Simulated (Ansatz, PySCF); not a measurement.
Species: C₃H₃ (charge 0, doublet). SMILES: [C]#CC
Geometry from a B3LYP-D3(BJ)/def2-TZVP (Ansatz, a program for electronic structure) optimisation:
```
C
H 1 1.0921
H 1 1.0921 2 109.45
H 1 1.0948 2 107.59 3 -116.62
C 1 1.4493 2 111.24 4 -120.05
C 5 1.2489 1 163.28 2 118.85
```
Charge 0, spin multiplicity 2.

Wanted: enthalpy of formation at 298 K, in kcal/mol. Conventions: open shells spin-unrestricted; non-relativistic; no dispersion term unless named; no spin-orbit coupling. Ab initio and DFT rows: single points at B3LYP-D3(BJ) geometries (Ansatz), with unscaled harmonic terms from B3LYP/6-31G* (Ansatz) at its own minima, enthalpies of formation by atomisation with measured atoms.

```csv
species,coefficient,"E at BP86/def2-SVP (PySCF), Eh","E at wB97X-V/def2-TZVPD (Ansatz), Eh","H(298 K) - E, kcal/mol"
[C]#CC,+1,-115.84327,-115.93434,29.55
C atom,-3,-37.80175,-37.84665,-
H atom,-3,-0.49913,-0.50049,-
```

The atoms take no thermal term, since their enthalpies of formation at 0 K are used: the result is the sum of coefficient times E, plus the molecule's thermal term, plus number times (enthalpy of formation minus H(298) - H(0)) over the atoms. Measured values of the atoms (G2/97 table in ASE), kcal/mol:

| atom | number | enthalpy of formation of the gas at 0 K | H(298) - H(0) of the element's standard state |
|---|---|---|---|
| C | 3 | 169.98 | 0.25 |
| H | 3 | 51.63 | 1.01 |

 1 Eh = 627.5095 kcal/mol.

Question: Compute it at each level from the table.

Answer: 
- BP86/def2-SVP: the sum of coefficient times E is -0.94063 Eh, or -590.25 kcal/mol; the thermal terms add 29.55; the atoms' measured terms add 661.05. Result: 100.3 kcal/mol.
- wB97X-V/def2-TZVPD: the sum of coefficient times E is -0.89292 Eh, or -560.32 kcal/mol; the thermal terms add 29.55; the atoms' measured terms add 661.05. Result: 130.3 kcal/mol.
